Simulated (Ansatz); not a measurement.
## How fast does K move in KBr?

The calculation used DFT LDA, scalar-relativistic, plane waves, PAW in Ansatz. (420 eV cutoff, 2×2×2 k-mesh, shifted by half a step, Gaussian smearing of 0.02 eV, no spin polarisation)

Host crystal, relaxed:

```cif
data_structure
_symmetry_space_group_name_H-M 'P 1'
_symmetry_Int_Tables_number 1
_cell_length_a 4.5052
_cell_length_b 4.5052
_cell_length_c 4.5052
_cell_angle_alpha 60.000
_cell_angle_beta 60.000
_cell_angle_gamma 60.000
_cell_volume 64.66
loop_
_atom_site_label
_atom_site_type_symbol
_atom_site_fract_x
_atom_site_fract_y
_atom_site_fract_z
_atom_site_occupancy
K1 K 0.00000 0.00000 0.00000 1
Br1 Br 0.50000 0.50000 0.50000 1
```

In a supercell of 32 host sites with charge -1, K trades places with a neighbouring K vacancy, moving 4.39 Å. Climbing-image nudged elastic band at fixed cell; the order of the saddle wasn't checked, and the small cell leaves errors of about a tenth of an eV.

```tsv
image	path (Å)	E − E(0) (eV)
0	0.00	0.000
1	0.88	0.148
2	1.76	0.542
3	2.63	0.767
4	3.51	0.542
5	4.39	0.148
6	5.27	0.000
```

**Question.** What are the barriers forward and back, and what attempt frequency does the shape suggest?

**Answer.** Forward 0.77 eV, back 0.77 eV, the ends being level. For a sinusoidal profile E_b sin²(πx/l), with the K atom alone moving, ν = (1/l)√(E_b/2m) = 2.2×10¹² s⁻¹, within an order of magnitude of the customary 10¹³ s⁻¹; a true prefactor needs the vibrations at the minimum and at the saddle.

**Question.** With ν = 10¹³ s⁻¹, how often does the exchange happen at 300, 600 and 1000 K once atom and vacancy are neighbours, taking the host as solid throughout? Does that give the diffusivity?

**Answer.** k = ν exp(−E_b/k_BT):
```tsv
T (K)	k (1/s)	wait (s)
300	1.3	0.78
600	3.6×10⁶	2.8×10⁻⁷
1000	1.4×10⁹	7.4×10⁻¹⁰
```

No. The atom can jump only when a vacancy is beside it, so where vacancies are thermal the activation energy of diffusion adds the vacancy's formation energy; where doping, quenching or off-stoichiometry fixes their number, it doesn't. And repeated exchanges only swap the two back and forth: K gets on when the vacancy moves round it by other jumps, which the correlation factor counts. An error of 0.1 eV in the barrier changes k by a factor of 48 at 300 K and 3.2 at 1000 K.

Cost: 1 run of about 11 core-minutes, on AMD EPYC 9R45 (Zen 5) (shared hosts).